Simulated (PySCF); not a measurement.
## Silicon: highly charged ions in a basis for the neutral atom

Si¹⁰⁺ [He] 2s2, Si¹¹⁺ [He] 2s1. All numbers are calculated (PySCF 2.14, the spin-free X2C one-electron Hamiltonian (Gaussian nucleus), in x2c-SVPall). No spin-orbit coupling, so a gap to NIST mixes the basis error with missing relativistic terms.

Changed run: basis of the neutral atom used for a highly charged ion. This setting is unsound on purpose.

```
species  method  sound run (hartree)  changed run (hartree)  converged
  Si¹⁰⁺     UHF              not run             -223.68328        yes
  Si¹⁰⁺     PBE              not run             -223.68067        yes
  Si¹⁰⁺    MN15              not run             -223.82574        yes
  Si¹¹⁺     UHF              not run             -206.54647        yes
  Si¹¹⁺     PBE              not run             -206.46929        yes
  Si¹¹⁺    MN15              not run             -206.62370        yes
```

Ionisation energy of Si¹⁰⁺:

```
method  changed run (eV)  NIST (eV)
   UHF            466.32     476.27
   PBE            468.35     476.27
  MN15            468.09     476.27
```

The contracted functions were made for the neutral atom and can be too rigid for a highly charged ion.
